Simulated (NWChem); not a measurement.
**Correlation energy of hydrogen isocyanide (CHN)**

SMILES: [C-]#[NH+]
```xyz
3

C      0.0000     0.0000     0.7490
N      0.0000     0.0000    -0.4352
H      0.0000     0.0000    -1.4477
```
Charge 0, spin multiplicity 1.

The numbers come from NWChem runs, not from measurements. Structure: optimised with PBE/def2-SVP, a minimum by its harmonic frequencies.

Basis set: STO-3G. Each correlation energy counts from its own Hartree-Fock reference.

| method | correlation energy (mHa) | difference from CCSD(T) |
|---|---|---|
| CCSD+T(CCSD) | -150.0 | -2.1 |
| CCSDT | -149.0 | -1.1 |
| SCS-MP2 | -131.5 | +16.4 |
| CCSD | -142.0 | +5.9 |
| CCSD(T) | -147.9 | 0.0 |
| CR-CCSD[T] | -148.3 | -0.4 |
| MP2 | -131.2 | +16.7 |
| CR-CCSD(T) | -146.7 | +1.2 |

The values span 18.8 mHa, from CCSD+T(CCSD) (lowest) to MP2 (highest). 

The correlated methods keep 2 core orbitals frozen. Differences from the coupled-cluster row are differences between methods, not errors against experiment.
